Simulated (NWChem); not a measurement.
Atomisation of hydrogen fluoride (HF)

```
F
H 1 0.9323
```
Charge 0, spin multiplicity 1.

Program: NWChem. The geometry was optimised at PBE/def2-SVP, a minimum by its harmonic frequencies.

Basis set: def2-TZVP. The atomisation energy is electronic alone: no zero-point, thermal, spin-orbit or counterpoise terms. No value is extrapolated to the basis-set limit. Free atoms are single determinants with multiplicities F 2, H 2. Correlated methods freeze the same cores in atoms and molecule, 1 orbitals in all.

| method | atomisation energy (kcal/mol) |
|---|---|
| HF | 94.6 |
| LDA (SVWN5) | 159.7 |
| B3LYP | 136.9 |
| PBE | 139.7 |
| PBE0 | 134.6 |
| MP2 | 138.6 |
| BP86 | 142.5 |
| BHandHLYP | 129.3 |
| M06-2X | 137.5 |
| CCSD(T) | 134.3 |

The values span 65.1 kcal/mol, from HF (lowest) to LDA (SVWN5) (highest). 

The correlated methods keep 1 core orbital frozen. B3LYP has NWChem's definition, with VWN1-RPA local correlation. The stability of the SCF solutions was not checked. Open-shell Hartree-Fock references start from PBE0 orbitals. Coupled-cluster values serve here as a point of comparison, not as the truth.
